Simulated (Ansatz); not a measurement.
## AlH$_{4}$⁺, singlet: reading a ladder of total energies

All five atoms lie in one plane.

Geometry: a point of a breathe scan, not a stationary point.

```yaml
atoms:
  - { symbol: Al, position_ang: [0.0000, 0.0000, -0.1556] }
  - { symbol: H, position_ang: [0.0000, -0.5048, 2.5222] }
  - { symbol: H, position_ang: [0.0000, 0.5049, 2.5222] }
  - { symbol: H, position_ang: [0.0000, 2.0165, -0.4392] }
  - { symbol: H, position_ang: [0.0000, -2.0165, -0.4392] }
```

Basis cc-pVDZ; Ansatz 0.2.0. Only valence electrons are correlated (noble-gas cores frozen), which leaves 6 electrons in 33 orbitals. R marks a restricted (for open shells ROHF) determinant.

Full CI is exact within this basis and frozen core; it isn't the basis-set limit.

Runs differ by some tens of microhartree through their thresholds, so steps under 0.03 kcal/mol mean nothing.

```csv
level,total energy (hartree)
RHF,-243.802602
RMP2,-243.889556
RCCSD,-243.925965
RCCSD(T),-243.927984
RCCSDT,-243.928823
RCCSDT(Q),-243.928886
full CI,-243.928912
```

Problem. What is the correlation energy at full CI, and what share of it do RMP2 and RCCSD(T) recover?

Solution. E(corr) = -243.928912 − (-243.802602) = -0.126310 hartree = -3.437 eV. RMP2: -0.086954 / -0.126310 = 68.84 %. RCCSD(T): -0.125382 / -0.126310 = 99.27 %.

Problem. By how many kcal/mol does RCCSD(T) miss full CI (1 hartree = 627.509 kcal/mol), and which steps make up the rest?

Solution. -243.927984 − (-243.928912) = 0.000928 hartree = 0.58 kcal/mol. Steps: RCCSDT − RCCSD(T) = -0.53, RCCSDT(Q) − RCCSDT = -0.04, full CI − RCCSDT(Q) = -0.02 kcal/mol. That is within 1 kcal/mol of the reference in this basis, which itself misses far more of the correlation at the basis-set limit.
